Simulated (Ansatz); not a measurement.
Energy needed to pull apart C2O (SMILES C1#CO1), singlet, into free ground-state atoms, from the structure below (displaced at random from a GFN2-xTB minimum); no zero-point or spin–orbit terms; open-shell atoms are treated unrestricted, in their ground-state multiplicity.

```csv
atom,x (Å),y (Å),z (Å)
C1,0.5865,-0.3249,0.2804
C2,-0.2521,0.8289,-0.0789
O3,-0.5332,-0.4065,-0.3190
```

Computed with Ansatz 0.2.0 (basis: def2-TZVPP); correlated methods freeze the cores.

```tsv
method	atomization energy (kcal/mol)
PBE-D4	297.0
r2SCAN-D4	274.1
PBE0-D4	279.0
CAM-B3LYP-D4	274.0
wB97X-V	278.0
wB97M-V	280.9
HF	150.5
MP2	?
CCSD	?
CCSD(T)	263.1
```

Question: What does MP2 give? (To be estimated.)

Answer: The calculation gives: 277.4 kcal/mol, which is about 14.3 kcal/mol more than CCSD(T)/def2-TZVPP.

Question: What does CCSD give? (To be estimated.)

Answer: By the calculation: 252.2 kcal/mol, which is about 10.8 kcal/mol less than CCSD(T)/def2-TZVPP.

In triple zeta the MP2 and coupled-cluster atomization energies are still short of their basis limit by a few kcal/mol a bond, whereas those of the functionals are nearly converged, so these differences are not deviations from converged CCSD(T).

No T1 diagnostic of these runs exceeds 0.017.

For scale, one of the runs: CCSD(T)/def2-TZVPP forces, 93 basis functions (an equivalent command: `ansatz run in.yaml --threads 4`). The run took about 5.5 s on 4 CPU threads (shared host).
